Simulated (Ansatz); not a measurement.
## 2H MoS₂

The numbers are results of LDA (Ansatz, an electronic-structure program, PAW), not measurements.

Settings: plane-wave cutoff 520 eV, 12×12×4 k mesh (along the axes of the cell as run), Fermi–Dirac smearing 0.01 eV, no spin polarisation, scalar-relativistic PAW data made under PBE.

Cell (relaxed at this level):

```
CELL_PARAMETERS angstrom
      1.56109    -2.70389     0.00000
      1.56109     2.70389     0.00000
      0.00000     0.00000    12.07721
ATOMIC_POSITIONS crystal
  Mo 0.33333 0.66667 0.25000
  Mo 0.66667 0.33333 0.75000
  S  0.33333 0.66667 0.87869
  S  0.66667 0.33333 0.37869
  S  0.66667 0.33333 0.12131
  S  0.33333 0.66667 0.62131
```

```json
{
  "bulk modulus B0": "42.9 GPa",
  "band_gap": "0.71 eV",
  "smallest_direct_gap_on_the_k_points_sampled": "1.76 eV",
  "direct gap at Γ": "2.13 eV",
  "pressure derivative B′ of the bulk modulus": "15.3"
}
```

Measured, for comparison: bulk modulus 53.4 ± 1 GPa (room temperature, not corrected to a static lattice; as tabulated in Equation of State Measurement of Molybdenum Disulfide, J. Phys. Chem. Solids 67 …). Computed (rounded) less measured: bulk modulus -20 %.

Note: the bulk modulus comes from volumes at which shape and atoms were relaxed.

Spin–orbit coupling is not included.

Static lattice: no zero-point or thermal effects.

Computing time: about 8 core-minutes (a rough figure).
